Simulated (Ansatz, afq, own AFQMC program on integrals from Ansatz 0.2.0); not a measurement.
Integrals from Ansatz 0.2.0, then the random walk in our own AFQMC program (afq).

```yaml
crystal:
  periodic: [false, false, false]
  atoms:
    - {symbol: Ge, position_ang: [0.000000, 0.000000, 0.273860]}
    - {symbol: C, position_ang: [0.000000, 0.000000, -1.494741]}
    - {symbol: H, position_ang: [0.000000, 1.285282, 1.096845]}
    - {symbol: H, position_ang: [0.000000, -1.285282, 1.096845]}
    - {symbol: H, position_ang: [0.000000, 0.923283, -2.059354]}
    - {symbol: H, position_ang: [0.000000, -0.923283, -2.059354]}
basis:
  gaussian: {orbitals: 6-31G}
magnetization: {spin_polarized: false}
correlation: {method: ccsd_t, electrons: outside_noble_gas, hamiltonian_folder: ham}
```

```sh
$ ansatz run in.yaml --threads 1 --pin off --events-out ev --progress --plain --max-ram 1382MiB
```

afq runs on the folder ham with

```
--method phaseless --trial hf --walkers 180 --populations 1 --least-time 40 --time-step 0.005 --steps-per-block 20 --equilibration-blocks 112 --max-blocks 600 --target-error 0.00126 --factor-cut 1e-05 --seed 1208 --taylor-order 6
```

Times are imaginary, in 1/Eh. The walk had a cap of 508 s. Filled inner d shells are frozen with the cores.

Log:

```
orbitals 31  electrons 6 6  factors 259 of 505
reference energy -2115.12416547 Eh
CCSD correlation -0.18559199 Eh in 10 cycles, weight of the determinant in the CISD state 0.8744
energy of the start -2115.124165 Eh
 block  time / (1/Eh)  mean weight  energy / Eh
     1     0.100  1.0008  -2115.159519
     2     0.200  1.0012  -2115.182131
     3     0.300  1.0009  -2115.201421
     4     0.400  1.0006  -2115.212373
     5     0.500  1.0006  -2115.226741
    10     1.000  0.9999  -2115.266542
    86     8.600  1.0001  -2115.297797
   171    17.100  1.0009  -2115.332513
   256    25.600  1.0010  -2115.299548
   341    34.100  1.0002  -2115.299672
   426    42.600  1.0005  -2115.294339
   511    51.100  1.0008  -2115.304081
   562    56.200  1.0003  -2115.342840
   596    59.600  0.9999  -2115.304426
   681    68.100  1.0002  -2115.318883
   698    69.800  1.0006  -2115.283208
blocks merged  error / Eh  count
     1  0.000753  600
     2  0.001007  300
     4  0.001316  150
     8  0.001604  75
    16  0.001853  37
    32  0.001756  18
    64  0.001676  9
energy -2115.310722 +/- 0.001853 Eh
(rows thinned)
```

The run passed its tests (sampling time, drift between the halves within three errors, error under three times the target), which doesn't prove that it has relaxed.

Against this walk (error 50.4 meV) on the same determinant: CCSD(T) 121.2 meV lower, a separate phaseless walk with a CISD trial and standard settings 129.9 ± 51.5 meV lower. The error is statistical and leaves out the bias of the constraint. None of these is a sure reference here.

Cautions: constraint bias not in the error; error above the target (50.4 against 34.3 meV); no relativity below Rb; no spin-orbit coupling; inner d shell frozen; higher spins were not checked; restricted determinant unstable towards unrestricted (UHF 182 meV lower, ⟨S²⟩ 0.45).

The walk took 2.9 min on 1 thread of Arm Neoverse V2 (shared host). The log's last line is the phaseless energy.

A walk keeps the symmetry of its determinant, which the program's search chose and which needn't be the lowest solution, so a lower state of the same spin and another symmetry isn't excluded.
